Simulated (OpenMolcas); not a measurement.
# A ladder of methods for P2H2 (phosphanylidenephosphane)

P2H2: 4 atoms, total charge 0, spin state singlet. SMILES: `[H]/P=P/[H]`. The shape is that of a GFN2-xTB optimisation.

```xyz
4

P    -0.0244   -1.0036    0.0883
P     0.0244    1.0035   -0.0883
H     1.0373   -1.0676    1.0033
H    -1.0373    1.0677   -1.0034
```

Quantity: the energy change with the P2–H4 bond stretched from 1.403 to 2.105 Å, in eV. The values are calculated.

```
                     level                   kind     program  value (eV)  less FCI/STO-3G
    HF/STO-3G (restricted)           Hartree–Fock  OpenMolcas        3.64            +1.31
 SVWN5/STO-3G (restricted)                    LDA  OpenMolcas        2.51            +0.18
   PBE/STO-3G (restricted)                    GGA  OpenMolcas        2.38            +0.05
r2SCAN/STO-3G (restricted)               meta-GGA  OpenMolcas        2.58            +0.25
 B3LYP/STO-3G (restricted)          global hybrid  OpenMolcas        2.61            +0.28
B2PLYP/STO-3G (restricted)          double hybrid  OpenMolcas        2.73            +0.40
   MP2/STO-3G (restricted)    perturbation theory  OpenMolcas        2.83            +0.50
  CISD/STO-3G (restricted)  coupled cluster or CI  OpenMolcas        2.67            +0.34
                FCI/STO-3G     exact in the basis  OpenMolcas        2.33             0.00
```

FCI/STO-3G is exact within its basis and frozen core, so for wave-function methods in that basis the difference is their error; functionals converge differently with the basis, so for them it is only a difference. Spin-restricted single references rise too steeply as a bond breaks, Hartree–Fock most of all. The first shape isn't each level's own minimum. The values span 2.33 to 3.64 eV. All rows use very small basis sets, so even the best lies far from the true value.
